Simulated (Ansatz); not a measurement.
# What a trial cell of Rb relaxes into

The calculation used DFT r2SCAN, scalar-relativistic, plane waves, PAW (Ansatz). Cutoff 500 eV, Γ-centred k mesh, Gaussian smearing, no spin polarisation in the final step.

The start puts Rb on the diamond structure type (Fd-3m, No. 227), at a guessed volume.

```
Rb
1.0
     0.00000    4.68940    4.68940
     4.68940    0.00000    4.68940
     4.68940    4.68940    0.00000
Rb
2
Direct
  0.50000 0.50000 0.50000
  0.75000 0.75000 0.75000
```

Cell and atoms relax at zero pressure; the relaxation can't lower the symmetry of the start.

Energies count from the standard state of Rb at the same level.

What does it relax into?

It keeps Fd-3m (No. 227). The result has the diamond structure. Conventional cell: a = 10.418 Å. Rb has 4 Rb at 4.51 Å.

```xyz
2
Lattice="0.0000 5.2089 5.2089 5.2089 0.0000 5.2089 5.2089 5.2089 0.0000" Properties=species:S:1:pos:R:3 pbc="T T T"
Rb    0.0000    0.0000    0.0000
Rb    2.6044    2.6044    2.6044
```

What are its volume, energy, density and gap?

The volume per atom is 141.33 Å³. The density is 1.00 g/cm³. The energy over the standard structure is 0.31 eV/atom. The gap on the 10×10×10 mesh is 0 eV (a metal).

The final run used a 10×10×10 mesh on its 2-atom cell and 0.10 eV smearing. For metals, differences of a few meV/atom aren't resolved. Symmetry constrained the relaxation, so the result can be a saddle point. The steps took about 3 core-minutes in all.